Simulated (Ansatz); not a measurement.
A made-up structure of AlSiH$_{6}$O (charge +1), closed shell:

```tsv
atom	x (Å)	y (Å)	z (Å)
O1	0.1468	1.0094	0.1067
Al2	-1.2122	0.7736	-1.2044
Si3	0.9158	-1.1583	0.9295
H4	-1.7703	-0.5505	-1.6998
H5	-1.9070	1.9229	-1.9163
H6	0.2001	1.9778	0.1245
H7	2.3646	-1.2474	0.6328
H8	0.1417	-2.1908	0.1945
H9	0.6330	-1.1961	2.3834
```

It is relaxed with PBE-D4/def2-SVP and then PBE0-D4/def2-TZVP (Ansatz 0.2.0). Atoms count as bonded within 1.22 times the sum of their covalent radii (H–H: 0.88 Å). The end point is not checked to be a true minimum.

Task: Does its bonding change? (A judgement: the text doesn't fix the answer.)

Result: Computed: Yes. Formed: O1–Si3; broken: none.

Where it ends: The first stage lowers the energy by 2.21 eV in 8 steps. It ends as AlSiH₆O ([AlH2][OH][SiH3]), total charge +1:
```
atom    x (Å)    y (Å)    z (Å)
  O1   0.0421   0.4998   0.0246
 Al2  -1.2764   0.6243  -1.2623
 Si3   0.7974  -0.9122   0.8066
  H4  -1.7269  -0.8136  -1.6512
  H5  -1.5126   2.1385  -1.5433
  H6   0.3882   1.3508   0.3332
  H7   2.2257  -0.7911   0.4700
  H8   0.0861  -2.0126   0.1371
  H9   0.4888  -0.7433   2.2363
```

Labels in which every atom is bracketed show which atoms are joined, not bond orders.

For scale, one of the runs: PBE0-D4/def2-TZVP relaxation, 141 basis functions, launched by `ansatz run in.yaml --threads 2 --pin off --events-out ev --progress --plain --max-ram 4352MiB`. The run took about 22 s on 2 CPU threads of an Arm Neoverse V2 (shared host).
